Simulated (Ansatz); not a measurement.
**AlH (singlet): wave-function methods side by side at distance Al1–H2 = 2.704 Å, cc-pVQZ**

An exercise on one series of results from a longer session: the logs are not shown, and one member is left open.

Method: cc-pVQZ, core rule «outside noble gas», up to 5 orbitals frozen; program: Ansatz 0.2.0, Gaussian basis.

To be run: UHF; CCSD(T) on RHF; CCSD(T) on UHF; BCCD(T) on RHF; CCSDT(Q) on RHF; CCSDT(Q) on UHF; CASSCF and NEVPT2, 4 electrons in 5 orbitals; Full CI.

17 further runs of the same task are left out: 10 that didn't finish, 7 set aside as unsound or not needed.

## What is computed

The geometry derives from a PBE0/def2-TZVP stationary point (not a proven minimum). One bond is set to the value named and the two fragments are kept rigid.

2 atoms, charge 0, spin multiplicity 1.

Atoms are counted from 1 here; the program's logs count them from 0.

No contacts short enough for the rule that draws bonds.

Set-up of the first run:

Input file in.yaml:

```yaml
crystal:
  periodic: [false, false, false]
  atoms:
    - {symbol: Al, position_ang: [0.000000, 0.000000, 0.000000]}
    - {symbol: H, position_ang: [0.000000, 0.000000, 2.704000]}
basis:
  gaussian: {orbitals: cc-pVQZ}
magnetization: {spin_polarized: true, initial_magnetization: 0}
hamiltonian: {xc: hf}
output: {orbitals: {seedname: orbitals}}
```

Started as:

```console
$ ansatz run in.yaml --threads 1 --pin off --events-out ev --progress --plain --max-ram 2393MiB
```

Steps of the session up to this table: UHF; CCSD(T) on RHF; CCSD(T) on UHF; BCCD(T) on RHF; CCSDT(Q) on RHF; CCSDT(Q) on UHF; CASSCF and NEVPT2, 4 electrons in 5 orbitals; Full CI.

One of the session's tables, all rows but one given; the rest of the session is left out.

It belongs to the step «Misses and costs». 

```
        method  from FCI (kcal/mol)
           RHF               +59.52
           UHF               +55.33
          RMP2               +17.60
          UMP2               +23.10
         RCCSD                    ?
         UCCSD                +3.04
      RCCSD(T)                +0.54
      UCCSD(T)                +1.00
       BCCD(T)                +0.57
        RCCSDT                +0.09
        UCCSDT                +0.13
     RCCSDT(Q)                 0.00
     UCCSDT(Q)                +0.01
CASSCF valence               +22.00
NEVPT2 valence                +7.40
           FCI                    0
```

Q: Estimate the row for RCCSD from the others.

The run gave: from FCI (kcal/mol): +2.33. In the column «from FCI (kcal/mol)» it lies between UCCSD(T) (+1.00) and UCCSD (+3.04).

To keep in mind: The determinant is far from a pure spin state, so its energy mixes those of several spin states (harmless only where they are near-degenerate, as at dissociation). Restricted and unrestricted rows rest on different reference determinants; where their highest levels disagree by more than a few hundredths of an eV, they describe different states and don't form one ladder.
